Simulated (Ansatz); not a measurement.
## Ansatz (development build ahead of 0.2.0) run

```yaml
crystal:
  periodic: [false, false, false]
  atoms:
    - { symbol: H, position_ang: [0.00448, 0.02327, -1.61885] }
    - { symbol: C, position_ang: [-0.01463, 0.04602, -0.50688] }
    - { symbol: C, position_ang: [-0.00623, 0.04486, 0.77758] }
basis:
  gaussian: { orbitals: cc-pVTZ }
total_charge: -1
hamiltonian:
  xc: hf
correlation:
  method: mp2
  frozen_orbitals: { C: 1, H: 0 }
```

The input is written out in the form of the current development build from the run's settings.

The run gave:

```yaml
Converged: yes
Reference_energy: -76.21748 hartree
Correlation_energy: -0.31688 hartree
Total_energy: -76.53436 hartree
Spin_squared_of_the_determinant: 0.000
```

Caution: no diffuse functions for an anion.
